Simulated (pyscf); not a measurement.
Cl–BH–Cl (SMILES ClBCl) + H₂O (SMILES O) -> HO–B(Cl)–Cl (SMILES OB(Cl)Cl) + H₂ (SMILES [H][H]), a four-centre exchange (singlet surface; B–H, H–O broken, B–O, H–H formed). Optimised with ωB97X-D3(BJ)/def2-SVP in PySCF. Energies in kcal/mol from the separated reactants.

Small-basis levels: PySCF, no dispersion term, spherical d functions. 

Q: Quick B3LYP/LANL2DZ single points give ΔE‡ = 23.3 kcal/mol and ΔE = -27.3 kcal/mol. What does ωB97M-D3(BJ)/def2-TZVP give, and how far is the quick result from it?

A: ωB97M-D3(BJ)/def2-TZVP gives ΔE‡ = 18.2 kcal/mol and ΔE = -27.5 kcal/mol. B3LYP/LANL2DZ lies 5.1 kcal/mol over it in the barrier and 0.2 kcal/mol over it in the reaction energy, so on this step it does not hold to within 3.0 kcal/mol. ωB97M-D3(BJ)/def2-TZVP has limits of its own. On the reactant side the descent ends in an adduct with a B–O contact, 12.1 kcal/mol under the separated species and 30.5 kcal/mol under the saddle at ωB97X-D3(BJ)/def2-TZVP. What is counted as formed (B–O) is already present as a longer contact in the reactant adduct; forming that adduct is a step of its own. At the saddle there is also a short B–H contact that neither side keeps. The same reactants have a lower exit, to HCl + HO–BH–Cl (barrier +6.5 kcal/mol at ωB97M-D3(BJ)/def2-TZVP, against +18.2 kcal/mol here). This is the saddle that the search found; another between the same sides may lie lower.
